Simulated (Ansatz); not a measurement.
Consider the formal hydrolysis of a C–C bond: `CCCCC(C)C` + H₂O → `CC(C)CO` + propane.

Gas-phase electronic energies from Ansatz, PBE0-D4/def2-TZVP geometries. CCSD(T)/CBS adds triple-zeta CCSD(T) − MP2 to the extrapolated MP2 energy (def2 sets, frozen cores). This one scheme is used for every species. DFT in def2-TZVPP. Each species was taken in one conformer, which may not be the lowest.

CCSD(T)/CBS gives +0.50 eV.

Another level gave +0.38 eV. Which?
A. CCSD(T)/def2-TZVPP
B. HF/def2-TZVPP
C. PBE-D4/def2-TZVPP
D. MP2/def2-TZVPP

C. PBE-D4 0.38, CCSD(T)/def2-TZVPP 0.45, HF/def2-TZVPP 0.26, MP2/def2-TZVPP 0.53 eV.

Largest T1 diagnostic among the species: 0.009.

The D4 term adds +0.10 eV with B3LYP and +0.06 eV with PBE0; it sums over pairs of atoms, weighted by their polarisabilities, and B3LYP, whose exchange is more repulsive, gets the larger term. From PBE to PBE0 (25 % exact exchange), in def2-TZVPP and without D4, ΔE moves by +0.04 eV. In def2-TZVPP, CCSD(T) changes the Hartree–Fock value by +0.20 eV (the triples alone add +0.02 eV) and MP2 by +0.27 eV.

B3LYP here is the variant with VWN-RPA as its local correlation; programs differ in this.
